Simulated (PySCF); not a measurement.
Gas-phase reaction: SiHCl + 3 H = SiH₃ + HCl

Energies from PySCF (xtb for GFN2), thermal terms from the rigid-rotor harmonic-oscillator model, ideal gas at 1 bar. † marks an energy on the PBE0/def2-TZVP geometry and frequencies; other levels use their own. MP2 freezes the core. Open shells (unrestricted): H (multiplicity 2), SiH₃ (multiplicity 2); the rest are closed-shell singlets. GFN2 has no spin-polarisation term. SiHCl: computed as isolated molecules; such fragments, hydroxides, amides, oligomers or adducts are transient or little studied in the gas. MP2 isn't extrapolated to the basis-set limit.

PBE/def2-SVP gives ΔH°(298 K) = -583 kJ.

Question: What do GFN2-xTB, MP2/def2-TZVPP†, PBE0/def2-SVP† give?

Answer: GFN2-xTB: -712 kJ; MP2/def2-TZVPP†: -582 kJ; PBE0/def2-SVP†: -595 kJ. For scale, ΔH°(298 K) is -583 kJ at this level, -590 kJ at ωB97M-V/def2-TZVP†, and runs from -712 to -480 kJ over the 20 levels computed († marks an energy on the PBE0/def2-TZVP geometry).
